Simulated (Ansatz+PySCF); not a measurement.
The numbers below are computed, except where a source is named.
# Several solutions for singlet CO

```xyz
2

C     0.0000    0.0000   -0.9025
O     0.0000    0.0000    0.6768
```

Basis set: STO-3G (spherical functions). Charge 0, multiplicity 1.

PBE0 (unrestricted) was run from several starts with Ansatz (development build ahead of 0.2.0) and PySCF 2.14.0.

```json
{"run": "A", "program": "Ansatz", "start": "search for the lowest state", "converged": "yes", "energy (hartree)": "-111.50595", "<S²>": "0.37"}
{"run": "B", "program": "Ansatz", "start": "stability test followed", "converged": "yes", "energy (hartree)": "-111.50595", "<S²>": "0.37"}
{"run": "C", "program": "Ansatz", "start": "atomic start, no search", "converged": "yes", "energy (hartree)": "-111.50299", "<S²>": "0.00"}
{"run": "D", "program": "PySCF", "start": "program defaults", "converged": "yes", "energy (hartree)": "-111.50299", "<S²>": "0.00"}
```

(1) Which runs reached the lowest solution of this kind, and what is wrong with the others?

## Answers

(1) A, B reached the lowest solution found. Converged but too high: C by 0.08 eV, D by 0.08 eV. Convergence only shows a stationary point, and even a stable one can lie too high; stability tests and further starts are what find lower ones. Caution: the unrestricted determinant is spin contaminated.
